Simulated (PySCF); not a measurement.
Homolysis of single bonds, series Sn SH-H. All species are isolated molecules in the gas phase. One relaxed conformer stands for each flexible species; it need not be the lowest. Strings in code marks are SMILES.

The highest occupied spin orbital from two functionals at the same geometries (B3LYP-D3(BJ)/def2-TZVP), both in PySCF: PBE-D3(BJ)/def2-TZVP and B3LYP-D3(BJ)/def2-TZVP. B3LYP has the VWN-RPA correlation part, as in Gaussian. 

```
species                                  PBE-D3(BJ)/def2-TZVP (eV)  B3LYP-D3(BJ)/def2-TZVP (eV)
---------------------------------------  -------------------------  ---------------------------
radical fragment (`[SH]`)                                    -6.12                        -7.17
radical fragment (`[SH][Sn]([SH])[SH]`)                      -5.43                        -6.23
radical fragment (`[SH][SnH2]`)                              -5.12                        -5.94
radical fragment (`[SnH3]`)                                  -5.18                        -5.94
```

Over these rows, drawn at random from the members with no instability flagged (it was tested for open shells, ions and some series alone), PBE minus B3LYP-D3(BJ): mean +0.86 eV, from +0.77 eV to +1.05 eV.
